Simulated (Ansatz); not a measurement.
A nudged elastic band was laid between two geometries of CH2O2S (6 atoms, charge 0, multiplicity 1).

The calculation used RHF/def2-SVP (Ansatz).

```yaml
movable_images: 9
climbing_image: yes
spring: 5.0 eV/Å²
optimiser: quadratic models (default)
start_path: IDPP
force_threshold: 0.05 eV/Å
iteration_limit: 60
end_points: relaxed
```

First end point:

```xyz
6
Properties=species:S:1:pos:R:3
O 0.760 0.471 -0.503
C -0.302 -0.123 -0.013
O -0.087 -0.539 1.200
S -1.706 -0.314 -0.822
H 0.582 0.766 -1.388
H 0.795 -0.326 1.480
```

Last end point:

```xyz
6
Properties=species:S:1:pos:R:3
O 0.830 0.603 -0.765
C -0.029 -0.020 -0.018
O 0.502 -0.293 1.134
S -1.565 -0.406 -0.466
H 0.435 0.800 -1.605
H -0.131 -0.748 1.674
```

Q: What changes between the two ends?

A: No bond is made or broken. The dihedral S4–C2–O3–H6 goes from -180 to 0°.

Q: What energy profile does the band end with?

A: The run converged. The highest image is number 5 of 0 to 10, 39.8 kJ/mol above the first end and 54.2 kJ/mol above the last; the last end lies 14.4 kJ/mol below the first. A vibrational analysis at the climbing image gives one clearly imaginary mode, 607i cm⁻¹: a first-order saddle point.

```tsv
image	path coordinate (Å)	energy (kJ/mol)	dihedral S4–C2–O3–H6 (°)
0	0.00	0.0	-180
1	0.19	3.9	-162
2	0.37	13.9	-145
3	0.56	26.1	-127
4	0.74	36.0	-110
5	0.93	39.8	-93
6	1.13	35.2	-74
7	1.32	22.3	-55
8	1.52	5.3	-35
9	1.72	-9.0	-17
10	1.91	-14.4	0
```

Q: What is the geometry of the highest image?

A: 
```xyz
6
Properties=species:S:1:pos:R:3
O 0.806 0.118 -0.834
C -0.197 -0.118 -0.032
O 0.213 -0.735 1.064
S -1.742 0.267 -0.362
H 0.488 0.530 -1.628
H 0.475 -0.127 1.744
```

Q: What are the harmonic wavenumbers there?

A: 607i, 468, 566, 658, 715, 894, 1211, 1275, 1480, 1578, 4126, 4131 cm⁻¹.

The run took 62 s on 1 thread of AMD EPYC 7R43 64-Core Processor (Zen 3), on a shared host, peak memory 0.13 GiB.
